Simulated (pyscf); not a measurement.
Single points on ωB97X-D3(BJ)/def2-SVP structures (PySCF, gas phase).

Task: How much does it cost (ΔH, 298 K, ωB97M-D3(BJ)/def2-TZVP) to split H₃C–Ge(OH)(OH)–OH at its C–Ge bond into CH₃• + HO–Ge•(OH)–OH?

Result: C–Ge to CH₃• + HO–Ge•(OH)–OH: 82.5 kcal/mol. The 7 functionals that were run give +75.5 (r²SCAN) to +86.0 kcal/mol (ωB97X-D3(BJ)). Other isomers of HO–Ge•(OH)–OH were not searched in full and may lie lower. Elements up to Kr have no core potential and no relativistic terms here.
